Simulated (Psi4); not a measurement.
**BF2 (SMILES F[B]F): U-revSCAN/DZVP (density fitting)**

Aim: the electrostatic solvation energy at fixed shape (ddCOSMO, methanol) of BF2 at U-revSCAN/DZVP (density fitting), from 2 runs. 

The calculation is run with Psi4 1.11.

4 further runs of the same task are left out: 3 that didn't finish, 1 set aside as unsound or not needed.

## 1. The system as given

The species is BF2 (3 atoms), meant as a doublet with charge 0. As SMILES, `F[B]F`. The coordinates come from a PBE0-D4/def2-TZVP relaxation.

Bond lengths: F1–B2 1.306 Å, B2–F3 1.306 Å. Angles: F1–B2–F3 121.1°.

## 2. Energy and one-electron properties at U-revSCAN/DZVP (density fitting)

job.json

```json
{
 "schema_name": "qcschema_input",
 "schema_version": 1,
 "molecule": {
  "schema_name": "qcschema_molecule",
  "schema_version": 2,
  "symbols": ["F", "B", "F"],
  "geometry": [0.96961847, -1.97344099, 0.30235618, 0.52723359, 0.45447913, 0.34260735, -1.51726111, 1.39631863, -0.67009688],
  "molecular_charge": 0,
  "molecular_multiplicity": 2,
  "fix_symmetry": "c1"
 },
 "driver": "energy",
 "model": {
  "method": "revscan",
  "basis": "DZVP"
 },
 "keywords": {
  "reference": "uks",
  "scf_type": "df",
  "scf_properties": ["MAYER_INDICES", "ESP_AT_NUCLEI", "DIPOLE"]
 }
}
```

The run is started by

```console
psi4 --qcschema job.json -n 1 --memory 1600MB
```

stdout:

```text
[...]
  Running in c1 symmetry.
[...]
  Nuclear repulsion =   55.302284354231020
[...]
  Multiplicity = 2
[...]
  Nalpha       = 12
  Nbeta        = 11
[...]
    Number of basis functions: 42
[...]
   @DF-UKS iter   1:  -224.46178158982394   -3.65931e-01   1.06120e-02 ADIIS/DIIS
[...]
   @DF-UKS iter   9:  -224.53125819334858   -2.33786e-09   1.76243e-07 DIIS
[...]
   @S^2 Observed:                7.530597601E-01
[...]
    Orbital Energies [Eh]
    ---------------------
    Alpha Occupied:
       1A    -24.540558     2A    -24.540544     3A     -6.799296
       4A     -1.242408     5A     -1.217545     6A     -0.568785
       7A     -0.528577     8A     -0.481735     9A     -0.480973
      10A     -0.428529    11A     -0.413128    12A     -0.229468
    Alpha Virtual:
      13A     -0.053657    14A      0.113191    15A      0.113754
      16A      0.183598    17A      0.197792    18A      0.385975
      19A      0.410485    20A      0.691582    21A      0.716052
      22A      0.735509    23A      0.745774    24A      0.760527
      25A      0.877073    26A      0.890604    27A      0.891508
[...]
  @DF-UKS Final Energy:  -224.53125819334858
   => Energetics <=
    Nuclear Repulsion Energy =             55.3022843542310198
    One-Electron Energy =                -421.0882553547677389
    Two-Electron Energy =                 166.1237431974279843
    DFT Exchange-Correlation Energy =     -24.8690303902398178
    Empirical Dispersion Energy =           0.0000000000000000
    VV10 Nonlocal Energy =                  0.0000000000000000
    Total Energy =                       -224.5312581933485774
[...]
 Multipole Moments:
 ------------------------------------------------------------------------------------
     Multipole            Electronic (a.u.)      Nuclear  (a.u.)        Total (a.u.)
 ------------------------------------------------------------------------------------
 L = 1.  Multiply by 2.5417464519 to convert [e a0] to [Debye]
 Dipole X            :          0.2475846           -0.1595680            0.0880166
 Dipole Y            :          0.1934046           -0.1247259            0.0686787
 Dipole Z            :         -0.0000000           -0.0000000           -0.0000000
 Magnitude           :                                                    0.1116409
[...]
```

The result, in JSON:

```text
{
 "driver": "energy",
 "model": {
  "method": "revscan",
  "basis": "DZVP"
 },
 "success": true,
 "return_result": -224.53125819334858,
 "properties": {
  "calcinfo_nbasis": 42,
  "calcinfo_nmo": 42,
  "calcinfo_nalpha": 12,
  "calcinfo_nbeta": 11,
  "calcinfo_natom": 3,
  "nuclear_repulsion_energy": 55.30228435423102,
  "return_energy": -224.53125819334858,
  "scf_one_electron_energy": -421.08825535476774,
  "scf_two_electron_energy": 166.12374319742798,
  "scf_xc_energy": -24.869030390239818,
  "scf_dipole_moment": [0.08801662364607565, 0.06867870664381126, -1.1752498518996905e-14],
  "scf_total_energy": -224.53125819334858,
  "scf_iterations": 9
 }
}
```

Wall time 5.7 s (1 thread of AMD EPYC 7B13 (Zen 3), shared host); peak memory 0.38 GiB.

## 3. The charge distribution at U-revSCAN/DZVP (density fitting, ddCOSMO methanol)

bf2.xyz

```xyz
3
BF2
F      0.513100    -1.044300     0.160000
B      0.279000     0.240500     0.181300
F     -0.802900     0.738900    -0.354600
```

bf2.py

```python
import psi4

psi4.set_memory('1600 MB')
psi4.set_num_threads(1)
psi4.set_output_file('run.log', False)

with open('bf2.xyz') as f:
    atoms = ''.join(f.readlines()[2:])
mol = psi4.geometry('0 2\n' + atoms + 'symmetry c1')

psi4.set_options({
    'basis': 'DZVP',
    'reference': 'uks',
    'scf_type': 'df',
    'ddx': True,
    'ddx_model': 'cosmo',
    'ddx_solvent': 'methanol',
    'ddx_radii_set': 'uff',
})

result, w = psi4.energy("revscan", return_wfn=True)
psi4.oeprop(w, "MAYER_INDICES", "ESP_AT_NUCLEI", "DIPOLE")
print(f'total energy {result:.8f} hartree = {result * 27.211386:.5f} eV')
for k, v in sorted(psi4.core.scalar_variables().items()):
    print(f'{k:45s} {v:18.10f}')
```

The run is started by

```console
python bf2.py
```

run.log:

```text
[...]
  Running in c1 symmetry.
[...]
  Nuclear repulsion =   55.302284297814495
[...]
  Multiplicity = 2
[...]
  Nalpha       = 12
  Nbeta        = 11
[...]
    Number of basis functions: 42
[...]
   @DF-UKS iter   1:  -224.46263932264310   -3.66654e-01   1.06248e-02 ADIIS/DIIS
[...]
   @DF-UKS iter   9:  -224.53235783299775   -1.88800e-09   1.40204e-07 DIIS
[...]
   @S^2 Observed:                7.529929387E-01
[...]
    Orbital Energies [Eh]
    ---------------------
    Alpha Occupied:
       1A    -24.538717     2A    -24.538715     3A     -6.797345
       4A     -1.240662     5A     -1.215907     6A     -0.567778
       7A     -0.527688     8A     -0.479346     9A     -0.479321
      10A     -0.426789    11A     -0.412042    12A     -0.226007
    Alpha Virtual:
      13A     -0.047960    14A      0.114149    15A      0.116639
      16A      0.192450    17A      0.201836    18A      0.387677
      19A      0.413357    20A      0.690071    21A      0.714205
      22A      0.737130    23A      0.747367    24A      0.764233
      25A      0.876253    26A      0.893202    27A      0.893423
[...]
  @DF-UKS Final Energy:  -224.53235783299775
   => Energetics <=
    Nuclear Repulsion Energy =             55.3022842978144951
    One-Electron Energy =                -421.0895157043908057
    Two-Electron Energy =                 166.1268269948151044
    DFT Exchange-Correlation Energy =     -24.8708094214870066
    Empirical Dispersion Energy =           0.0000000000000000
    VV10 Nonlocal Energy =                  0.0000000000000000
    DD Solvation Energy =                 -0.0011439997495252
    Total Energy =                       -224.5323578329977465
[...]
 Multipole Moments:
 ------------------------------------------------------------------------------------
     Multipole            Electronic (a.u.)      Nuclear  (a.u.)        Total (a.u.)
 ------------------------------------------------------------------------------------
 L = 1.  Multiply by 2.5417464519 to convert [e a0] to [Debye]
 Dipole X            :          0.2601064           -0.1595680            0.1005385
 Dipole Y            :          0.2030423           -0.1247259            0.0783163
 Dipole Z            :         -0.0000000            0.0000000           -0.0000000
 Magnitude           :                                                    0.1274419
[...]
```

Standard output:

```text
total energy -224.53235783 hartree = -6109.83666 eV
CURRENT ENERGY                                   -224.5323578330
CURRENT REFERENCE ENERGY                         -224.5323578330
DD SOLVATION ENERGY                                -0.0011439997
DFT FUNCTIONAL TOTAL ENERGY                      -224.5312138332
DFT TOTAL ENERGY                                 -224.5312138332
DFT VV10 ENERGY                                     0.0000000000
DFT XC ENERGY                                     -24.8708094215
ESP AT CENTER 1                                   -26.4866326817
ESP AT CENTER 2                                   -11.2320374520
ESP AT CENTER 3                                   -26.4866624368
GRID ELECTRONS ALPHA                               11.9999973461
GRID ELECTRONS BETA                                10.9999967877
GRID ELECTRONS TOTAL                               22.9999941338
NUCLEAR REPULSION ENERGY                           55.3022842978
ONE-ELECTRON ENERGY                              -421.0895157044
PCM POLARIZATION ENERGY                             0.0000000000
PE ENERGY                                           0.0000000000
SCF ITERATION ENERGY                             -224.5323578330
SCF ITERATIONS                                      9.0000000000
SCF TOTAL ENERGY                                 -224.5323578330
TWO-ELECTRON ENERGY                               166.1268269948
XC GRID RADIAL POINTS                              75.0000000000
XC GRID SPHERICAL POINTS                          302.0000000000
XC GRID TOTAL POINTS                            66092.0000000000
```

It took 6.6 s on 1 thread of AMD EPYC 7B13 (Zen 3), shared host; peak memory 0.4 GiB.

## 4. Results

Level: U-revSCAN/DZVP (density fitting).

| quantity | value |
| --- | --- |
| gas phase: total energy | -224.53126 Eh |
| gas phase: dipole moment | 0.28 D |
| gas phase: HOMO energy (highest over α and β) | -6.24 eV |
| gas phase: LUMO energy (lowest over α and β) | -2.28 eV |
| gas phase: ⟨S²⟩ | 0.753 |
| ddCOSMO, methanol: total energy | -224.53236 Eh |
| ddCOSMO, methanol: dipole moment | 0.32 D |
| ddCOSMO, methanol: HOMO energy (highest over α and β) | -6.15 eV |
| ddCOSMO, methanol: LUMO energy (lowest over α and β) | -2.16 eV |
| ddCOSMO, methanol: solvent term in the energy | -3.0 kJ/mol |
| ddCOSMO, methanol: ⟨S²⟩ | 0.753 |
| energy change from gas to solvent at fixed shape | -0.030 eV |

What this shows: The solvent model (ddCOSMO, methanol) lowers the energy by 0.03 eV (−2.9 kJ/mol) at the same shape. It holds the electrostatic part alone, without cavity or dispersion terms.
